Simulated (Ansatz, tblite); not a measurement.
Forces on MgS₂⁻ at its PBE0-D4/def2-TZVPD geometry. The state is a doublet with charge -1.

The xTB rows come from tblite. The structure comes from a short search, and lower isomers may exist.

GFN1-xTB (tblite), largest force 1.44 eV/Å:

```xyz
3
positions Å, forces eV/Å
Mg   -0.468    0.608   -1.158   -0.485    0.630   -1.200
S     0.733    0.616    0.861    0.649    0.435    0.830
S    -0.265   -1.225    0.297   -0.164   -1.065    0.370
```

GFN2-xTB (tblite), largest force 1.26 eV/Å:

```
Mg -0.423 0.550 -1.048
S 0.066 -0.544 0.442
S 0.357 -0.007 0.606
```

PBE0-D4/def2-TZVPD (Ansatz), largest force 0.01 eV/Å:

```
Mg -0.001 0.001 -0.003
S 0.004 0.006 0.004
S -0.003 -0.007 -0.001
```
